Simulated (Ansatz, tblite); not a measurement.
Removing an electron: the cluster Li2O⁻ (the lowest doublet isomer of a short search). Charge -1, multiplicity 2. Geometry: PBE-D4/def2-TZVPD. Ansatz, gas phase; energy differences of separate SCF runs; the oxidised species is a singlet (the triplet lies 2.02 eV higher at PBE0-D4/def2-TZVPD).

```tsv
atom	x (Å)	y (Å)	z (Å)
Li1	0.668	-1.345	-0.063
Li2	-0.710	1.257	-0.418
O3	0.042	0.088	0.481
```

The xTB rows come from tblite. HOMO above LUMO, or a gap near zero within one spin, warns that the state may not be the lowest or that an electron is smeared out. The structure comes from a short search, and lower isomers may exist.

Estimate orbital energies and vertical ionisation energies at: GFN1-xTB; GFN2-xTB; PBE-D4/def2-TZVPD; r2SCAN-D4/def2-TZVPD; PBE0-D4/def2-TZVPD.


```
               level  −HOMO (eV)  vertical IE (eV)  −LUMO (eV)  HOMO–LUMO gap (eV)                                                                   remarks
            GFN1-xTB           –              4.28           –                   –                                                                         –
            GFN2-xTB           –              1.88           –                   –                                                                         –
   PBE-D4/def2-TZVPD       -1.16              0.19       -1.29                0.13  HOMO above zero (-1 doublet), gap within one spin near zero (-1 doublet)
r2SCAN-D4/def2-TZVPD       -1.17              0.09       -1.36                0.19                                              HOMO above zero (-1 doublet)
  PBE0-D4/def2-TZVPD       -0.88              0.09       -1.55                0.67                                              HOMO above zero (-1 doublet)
```

Run but left out: HF/def2-TZVPPD, MP2/def2-TZVPPD, CCSD/def2-TZVPPD, CCSD(T)/def2-TZVPPD (flagged by the program: other roots).  A HOMO above zero means that the electron is unbound at that level or that self-interaction error raises the level; the energy of removing that electron tells which. HOMO and LUMO are the levels of the spin that leaves or enters (xTB has no such levels and no spin-polarisation term). Other spin states of the ions may lie lower, which would lower the ionisation energy or raise the affinity. Raw xTB energy differences between charge states are shifted by several eV; the methods need an empirical correction for them.
